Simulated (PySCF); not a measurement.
## How methods differ on the ionisation energy of O

O [He] 2s2 2p4 [2p1/2^2 2p3/2^2, M_J = 2] → O⁺ [He] 2s2 2p3 [2p1/2^2 2p3/2^1, M_J = 3/2], as a difference of total energies. Calculation: PySCF 2.14, in x2c-SVPall-2c with one added diffuse shell of s type (4s2p1d, 15 functions); the two-component X2C-1e Hamiltonian. Correlated levels: 1s2 frozen. "Screened" scales the spin-orbit matrix elements by Boettger's factors to mimic the two-electron term; Breit and QED terms are absent.

```csv
method,ionisation energy (eV),error (eV)
GHF (spin-free),12.010,-1.608
GMP2 (spin-free),12.956,-0.662
GHF (screened spin-orbit),12.019,-1.599
GMP2 (screened spin-orbit),12.965,-0.653
```

Reference: 13.618 eV (measured; NIST Atomic Spectra Database, ionization energies).

Errors of the correlated levels include the incompleteness of this basis and the frozen core.

The labels give the starting determinants; with spin-orbit coupling the two ends relaxed to ⟨J²⟩ = 6.01, ⟨L²⟩ = 2.00, ⟨S²⟩ = 2.01 and ⟨J²⟩ = 3.76, ⟨L²⟩ = 0.00, ⟨S²⟩ = 3.76.
